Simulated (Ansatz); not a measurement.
**Si₂H₅Cl: how energies converge with the basis set**

An exercise on one series of results from a longer session: the logs are not shown, and one member is left open.

Computed with Ansatz 0.2.0, Gaussian basis. Level: one geometry, several basis sets.

The runs, in order: PBE0-D4/def2-SVP; ωB97M-V/def2-SVP; PBE0-D4/def2-QZVPP; ωB97M-V/def2-QZVPP; the functionals' def2-TZVPP values are taken from earlier runs.

### The geometry

An earlier PBE0-D4 in a triple-zeta def2 set relaxation fixed the geometry.

8 atoms, charge 0, spin multiplicity 1.

Atoms are counted from 1 here; the program's logs count them from 0.

Bond lengths: Si1–Si2 2.338 Å, Si1–H4 1.488 Å, Si1–H5 1.486 Å, Si1–H6 1.486 Å, Si2–Cl3 2.065 Å, Si2–H7 1.485 Å, Si2–H8 1.485 Å. Angles: Si2–Si1–H4 109.6°, Si2–Si1–H5 109.6°, Si2–Si1–H6 109.6°, H4–Si1–H5 109.3°, H4–Si1–H6 109.3°, H5–Si1–H6 109.5°, Si1–Si2–Cl3 108.7°, Si1–Si2–H7 111.9°, Si1–Si2–H8 111.8°, Cl3–Si2–H7 107.7°, Cl3–Si2–H8 107.7°, H7–Si2–H8 108.8°.

The first run:

in.yaml

```yaml
crystal:
  periodic: [false, false, false]
  atoms:
    - {symbol: Si, position_ang: [-0.706459, 0.881805, -0.390293]}
    - {symbol: Si, position_ang: [0.573424, -0.938822, 0.325930]}
    - {symbol: Cl, position_ang: [2.431623, -0.252943, 0.908041]}
    - {symbol: H, position_ang: [-2.053039, 0.410125, -0.813029]}
    - {symbol: H, position_ang: [-0.034269, 1.540738, -1.540040]}
    - {symbol: H, position_ang: [-0.854542, 1.855741, 0.722090]}
    - {symbol: H, position_ang: [-0.041819, -1.622835, 1.491372]}
    - {symbol: H, position_ang: [0.777180, -1.930910, -0.759870]}
basis:
  gaussian: {orbitals: def2-SVP}
hamiltonian: {xc: pbe0, dispersion: d4}
output: {orbitals: {seedname: orbitals}}
```

Among the steps run: PBE0-D4 in def2-SVP; ωB97M-V in def2-SVP; PBE0-D4 in def2-QZVPP; ωB97M-V in def2-QZVPP.

One of the session's tables, all rows but one given; the rest of the session is left out.

It belongs to the step «Functionals by basis». 

| functional | basis | HOMO (eV) |
| --- | --- | --- |
| PBE0-D4 | def2-SVP | ? |
| PBE0-D4 | def2-TZVPP | -8.21 |
| PBE0-D4 | def2-QZVPP | -8.22 |
| ωB97M-V | def2-SVP | -10.18 |
| ωB97M-V | def2-TZVPP | -10.26 |
| ωB97M-V | def2-QZVPP | -10.28 |

Estimate the missing values for PBE0-D4, def2-SVP.

The run gave: HOMO (eV): -8.17. In the column «HOMO (eV)» it is the highest.
